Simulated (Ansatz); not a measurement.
Cartesian coordinates (Å):
```xyz
2

O      0.4883     0.0000     0.0000
H     -0.4883     0.0000     0.0000
```
Charge 0, spin multiplicity 2.

All values below come from frozen-core CCSD(T)/def2-TZVPP // B3LYP-D3(BJ)/def2-TZVP in Ansatz (a quantum-chemistry and plane-wave program).

| Quantity | Value |
|---|---|
| HF energy | -75.42354 Ha |
| MP2 correlation energy | -0.19882 Ha |

**Question.** Estimate the CCSD correlation energy, the (T) correction, the total energy and the T1 diagnostic.

**Answer.** 
```yaml
CCSD correlation energy: -0.21288 Ha
"(T) correction": -0.00507 Ha
CCSD(T) total energy: -75.64148 Ha
T1 diagnostic: 0.008
```
